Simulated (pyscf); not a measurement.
**Four-centre exchange: HI + HC≡CH → HI + HC≡CH**

Gas phase, singlet surface, charge 0. Bonds broken: I1–H2, C3–H5. Bonds formed: I1–H5, H2–C3. Structures and frequencies: ωB97X-D3(BJ)/def2-SVP in PySCF. Correlated levels are frozen-core, on RHF or UHF. ΔMP2 is the change of the MP2 total energy from the triple- to the quadruple-zeta basis.

Transition state (Å):

```xyz
6

I      1.0617     2.6014    -1.3712
H      1.1643     0.3781    -0.4527
C      0.1853     0.0293     0.0637
C     -0.1668    -1.0102     0.6491
H     -0.3315     1.0388    -0.1823
H     -0.4729    -1.9146     1.1583
```

One imaginary mode, 1113i cm⁻¹; descent along it reached the two sides named.

```
bond   change  reactant side (Å)  saddle  product side
-----  ------  -----------------  ------  ------------
I1–H2  breaks              1.615   2.408           4.4
C3–H5  breaks              1.077   1.160           2.6
I1–H5   forms                4.5   2.407         1.615
H2–C3   forms                2.6   1.161         1.077
```

Electronic energies relative to the separated reactants (eV):

```
level                             barrier  reaction energy  reverse barrier
--------------------------------  -------  ---------------  ---------------
ωB97X-D3(BJ)/def2-TZVP               2.38             0.00             2.38
PBE/def2-TZVP                        1.49             0.00             1.49
r²SCAN/def2-TZVP                     1.67             0.00             1.67
B3LYP-D3(BJ)/def2-TZVP               1.82             0.00             1.82
PBE0-D3(BJ)/def2-TZVP                1.85             0.00             1.85
M06-2X/def2-TZVP                     2.26             0.00             2.26
ωB97M-D3(BJ)/def2-TZVP               2.36             0.00             2.36
HF/def2-TZVP                         2.84             0.00             2.84
MP2/def2-QZVPP                       2.66             0.00             2.66
CCSD/def2-TZVPP                      2.57             0.00             2.57
CCSD(T)/def2-TZVPP                   2.23             0.00             2.23
CCSD(T)/def2-TZVPP + ΔMP2(QZVPP)     2.17             0.00             2.17
```

With CCSD(T)/def2-TZVPP + ΔMP2(QZVPP) energies and thermal terms (ideal gas, 1 atm, RRHO with modes under 100 cm⁻¹ raised to 100, one conformer, R ln 2 for chiral ones without a mode under 150 cm⁻¹), in eV:

```csv
T (K),ΔH‡,ΔG‡,ΔH,ΔG
298,2.09,2.44,0.00,0.00
600,2.09,2.79,0.00,0.00
900,2.09,3.14,0.00,0.00
1200,2.10,3.49,0.00,0.00
```

The same reactants have a lower exit, to H₂C=CH–I (barrier +1.74 eV at ωB97M-D3(BJ)/def2-TZVP, against +2.36 eV here). This is the saddle that the search found; another between the same sides may lie lower. One closed-shell reference is unstable to symmetry breaking; treat the single-reference values with care. The CCSD(T) − MP2 part came from Ansatz, without density fitting, on the same reference. The largest closed-shell T1 diagnostic is 0.053, which may signal static correlation. The frozen core leaves the outer d or s,p core shells of the metals and heavy elements correlated in the MP2 and CC values, and def2-TZVPP describes them poorly, which can shift differences by a few kcal/mol. Elements past Kr carry the def2 core potentials, without spin-orbit coupling.
